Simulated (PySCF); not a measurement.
Cyclohexene, C6H10.
Numbering: `[CH:1]1=[CH:2][CH2:3][CH2:4][CH2:5][CH2:6]1`

Structure used (PBE0-D3(BJ)/def2-TZVP), in Å, numbered top down from 1:
```
atom  x, y, z in Å
C1    -0.077    1.420    0.599
C2     1.144    0.904    0.501
C3     1.423   -0.450   -0.073
C4     0.223   -1.010   -0.825
C5    -1.058   -0.795   -0.033
C6    -1.317    0.690    0.186
H7    -0.200    2.421    1.002
H8     1.996    1.484    0.844
H9     2.295   -0.395   -0.734
H10    1.713   -1.135    0.735
H11    0.135   -0.502   -1.793
H12    0.372   -2.072   -1.038
H13   -0.961   -1.290    0.940
H14   -1.910   -1.257   -0.539
H15   -2.096    0.831    0.943
H16   -1.716    1.143   -0.732
```

NICS = −σ at a ghost point: NICS(0) at the centroid of the ring atoms, NICS(1) 1 Å to either side along the normal of their mean plane, zz for the tensor component along that normal. Level: GIAO B97-2/pcSseg-2 (PySCF, non-relativistic, gas phase) on the PBE0-D3(BJ)/def2-TZVP geometry, one conformer.

Ring bond lengths (Å): C1–C2 1.329, C2–C3 1.497, C3–C4 1.523, C4–C5 1.521, C5–C6 1.523, C6–C1 1.497.

Q: What do the NICS probes read (ppm)?

A: 
| ring | type | NICS(0) | NICS(1), two faces | NICS(1)zz, two faces | rms pucker (Å) | centre to ring atoms, mean (Å) |
| --- | --- | --- | --- | --- | --- | --- |
| C1–C2–C3–C4–C5–C6 | 6-membered carbocycle; formal bonds 1 double, 5 single | -0.3 | -1.2 / -1.2 | 2.5 / 2.5 | 0.20 | 1.45 |

Q: What do they say, and how far can they be read as aromaticity?

A: 
- C1–C2–C3–C4–C5–C6: mean NICS(1)zz 2.5 ppm, near zero. C3, C4, C5, C6 have four or more neighbours, so the value isn't read as a sign of a π ring current.

Q: How do the values depend on the level or the medium?

A: 
```json
{"level": "B97-2/pcSseg-2, gas", "NICS(0), C1–C2–C3–C4–C5–C6": "-0.3", "mean NICS(1)zz, C1–C2–C3–C4–C5–C6": "2.5"}
{"level": "KT3/pcSseg-2, gas", "NICS(0), C1–C2–C3–C4–C5–C6": "-0.1", "mean NICS(1)zz, C1–C2–C3–C4–C5–C6": "2.8"}
{"level": "PBE0/pcSseg-2, gas", "NICS(0), C1–C2–C3–C4–C5–C6": "-0.3", "mean NICS(1)zz, C1–C2–C3–C4–C5–C6": "2.5"}
{"level": "wB97X-D/pcSseg-2, gas", "NICS(0), C1–C2–C3–C4–C5–C6": "-0.2", "mean NICS(1)zz, C1–C2–C3–C4–C5–C6": "2.4"}
{"level": "WP04/pcSseg-2, IEF-PCM chloroform", "NICS(0), C1–C2–C3–C4–C5–C6": "-0.6", "mean NICS(1)zz, C1–C2–C3–C4–C5–C6": "2.3"}
{"level": "wB97X-D/pcSseg-2, IEF-PCM chloroform", "NICS(0), C1–C2–C3–C4–C5–C6": "-0.1", "mean NICS(1)zz, C1–C2–C3–C4–C5–C6": "2.4"}
```

The geometry is the same throughout; the continuum's cavity takes Bondi-type radii × 1.2.

The run took 40 s wall on an Intel Xeon 6975P-C with one thread, shared host, and the process peaked at 1.4 GiB of memory. This is the whole shielding run at B97-2/pcSseg-2, SCF included.
